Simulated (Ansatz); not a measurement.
**MgNaH (singlet): wave-function methods side by side at scale of all distances = 0.877, cc-pVTZ**

Aim: climb from Hartree-Fock through coupled cluster for MgNaH (singlet) at one geometry and basis, and see what each rung misses.

Program: Ansatz 0.2.0, Gaussian basis. Level of theory: cc-pVTZ, core rule «outside noble gas», up to 10 orbitals frozen. These are calculated values, not measurements.

Plan: UHF; CCSD(T) on RHF; CCSD(T) on UHF; BCCD(T) on RHF; CCSDT(Q) on RHF; CCSDT(Q) on UHF; Full CI.

29 further runs of the same task are left out: 16 for a known fault of the program, 12 that didn't finish, 1 set aside as unsound or not needed.

**1. The geometry**

The geometry derives from a PBE0/def2-TZVP stationary point (not a proven minimum). All distances are scaled together.

3 atoms, charge 0, spin multiplicity 1.

Atoms are counted from 1 here; the program's logs count them from 0.

Bond lengths: Na1–Mg2 2.645 Å, Mg2–H3 1.532 Å. Angles: Na1–Mg2–H3 180.0°.

Geometry (Å):

```tsv
atom	x (Å)	y (Å)	z (Å)
Na1	0.00000	0.00000	2.27424
Mg2	0.00000	0.00000	-0.37088
H3	0.00000	0.00000	-1.90335
```

**2. UHF**

Input file in.yaml:

```yaml
crystal:
  periodic: [false, false, false]
  atoms:
    - {symbol: Na, position_ang: [0.000000, 0.000000, 2.274236]}
    - {symbol: Mg, position_ang: [0.000000, 0.000000, -0.370883]}
    - {symbol: H, position_ang: [0.000000, 0.000000, -1.903353]}
basis:
  gaussian: {orbitals: cc-pVTZ}
magnetization: {spin_polarized: true, initial_magnetization: 0}
hamiltonian: {xc: hf}
output: {orbitals: {seedname: orbitals}}
```

Started as:

```sh
> ansatz run in.yaml --threads 1 --pin off --events-out ev --progress --plain --max-ram 2393MiB
```

Further steps of the session: CCSD(T) on RHF; CCSD(T) on UHF; BCCD(T) on RHF; CCSDT(Q) on RHF; CCSDT(Q) on UHF; Full CI.

**Question.** What will the summary of the whole plan be? Wanted: FCI from the RHF energy; RMP2 from FCI; RCCSD from FCI; RCCSD(T) from FCI; RCCSDT(Q) from FCI; T1 diagnostic; effectively unpaired electrons.

As calculated:

```
                         quantity                                        value
          FCI from the RHF energy                                   -2.0019 eV
                    RMP2 from FCI                                   +514.8 meV
                   RCCSD from FCI                                    +34.0 meV
                RCCSD(T) from FCI                                     +8.3 meV
               RCCSDT(Q) from FCI                                     +0.2 meV
levels within 1 kcal/mol (43 meV)  RCCSD, RCCSD(T), BCCD(T), RCCSDT, RCCSDT(Q)
                    T1 diagnostic                                        0.014
   effectively unpaired electrons                                         0.11
```

RCCSD(T) lands +8.3 meV from the yardstick (0.4 % of the correlation energy). One determinant dominates. These misses are within one basis, not against nature.
